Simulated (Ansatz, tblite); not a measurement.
# The cluster W₄+: rung by rung

One table from this session's results is given with a row withheld; the runs are named, their logs left out.

Computed with Ansatz 0.2.0, Gaussian basis. Level: as each input shows.

Plan: GFN1-xTB, GFN2-xTB, PBE-D4/def2-TZVP, r2SCAN-D4/def2-TZVP, BLYP-D4/def2-TZVP, LDA/def2-TZVP, revPBE-D4/def2-TZVP, B3LYP-D4/def2-TZVP, B2PLYP/def2-TZVP, PBE-D4/def2-SVP, PBE0-D4/def2-SVP, MP2/def2-TZVP, RPA/def2-TZVP.

### The geometry

The doublet was relaxed beforehand with PBE0-D4/def2-SVP. At that level it is the lowest of the isomers that a small search found.

4 atoms, charge 1, spin multiplicity 2.

Bond lengths: W1–W2 2.565 Å, W1–W3 2.220 Å, W1–W4 2.570 Å, W2–W3 2.570 Å, W2–W4 2.220 Å, W3–W4 2.614 Å. Angles: W2–W1–W3 64.5°, W2–W1–W4 51.2°, W3–W1–W4 65.7°, W1–W2–W3 51.2°, W1–W2–W4 64.5°, W3–W2–W4 65.7°, W1–W3–W2 64.3°, W1–W3–W4 63.6°, W2–W3–W4 50.7°, W1–W4–W2 64.3°, W1–W4–W3 50.7°, W2–W4–W3 63.6°.

As a file:

```xyz
4
charge 1, multiplicity 2
W     0.4098   -0.4694    1.3638
W    -0.8942   -0.8962   -0.8033
W     1.4240    0.1716   -0.5044
W    -0.9396    1.1940   -0.0561
```

W takes a core potential in the def2 sets. No spin-orbit coupling is included. The ion is computed in the gas phase, without counter-ions or solvent.

PBE0-D4/def2-TZVP was run before; its log isn't repeated, and its numbers join the tables.

Set-up of the first run:

Tight binding, by tblite at 300 K electronic temperature and without a spin-polarisation term:

```python
tblite.interface.Calculator('GFN1-xTB', numbers, positions, charge=1, uhf=1).singlepoint()
```

Tight binding, by tblite at 300 K electronic temperature and without a spin-polarisation term:

```python
tblite.interface.Calculator('GFN2-xTB', numbers, positions, charge=1, uhf=1).singlepoint()
```

start.molden holds the orbitals of an earlier run on this state, given as this run's starting guess.

The input, in.yaml:

```yaml
crystal:
  periodic: [false, false, false]
  atoms:
    - {symbol: W, position_ang: [0.409763, -0.469420, 1.363772]}
    - {symbol: W, position_ang: [-0.894191, -0.896205, -0.803281]}
    - {symbol: W, position_ang: [1.424037, 0.171619, -0.504393]}
    - {symbol: W, position_ang: [-0.939609, 1.194006, -0.056088]}
basis:
  gaussian: {orbitals: def2-TZVP, initial_orbitals: start.molden}
total_charge: 1
magnetization: {spin_polarized: true, initial_magnetization: 1}
hamiltonian: {xc: pbe, dispersion: d4}
scf: {omitted_lower_state_checks: [starts]}
output: {forces: true, orbitals: {seedname: orbitals}}
```

Launch:

```console
$ ansatz run in.yaml --threads 4 --pin off --events-out ev --progress --plain --max-ram 3916MiB
```

Among the steps run: PBE-D4/def2-TZVP; r2SCAN-D4/def2-TZVP; BLYP-D4/def2-TZVP; LDA/def2-TZVP; revPBE-D4/def2-TZVP; B3LYP-D4/def2-TZVP; B2PLYP/def2-TZVP; PBE-D4/def2-SVP; PBE0-D4/def2-SVP; MP2/def2-TZVP; RPA/def2-TZVP.

One of the session's tables, all rows but one given; the rest of the session is left out.

| level | HOMO (eV) | LUMO (eV) | gap (eV) |
| --- | --- | --- | --- |
| LDA/def2-TZVP | -8.00 | -7.74 | 0.27 |
| PBE-D4/def2-SVP | -7.84 | -7.47 | 0.37 |
| PBE-D4/def2-TZVP | ? | ? | ? |
| revPBE-D4/def2-TZVP | -7.71 | -7.35 | 0.36 |
| BLYP-D4/def2-TZVP | -7.64 | -7.36 | 0.29 |
| r2SCAN-D4/def2-TZVP | -7.95 | -7.32 | 0.63 |
| B3LYP-D4/def2-TZVP | -8.33 | -6.89 | 1.44 |
| PBE0-D4/def2-SVP | -8.61 | -6.67 | 1.94 |
| PBE0-D4/def2-TZVP | -8.52 | -6.61 | 1.91 |

Estimate the missing values for PBE-D4/def2-TZVP.

As computed: HOMO (eV): -7.80; LUMO (eV): -7.46; gap (eV): 0.34. In the column «HOMO (eV)» it lies between PBE-D4/def2-SVP (-7.84) and revPBE-D4/def2-TZVP (-7.71).
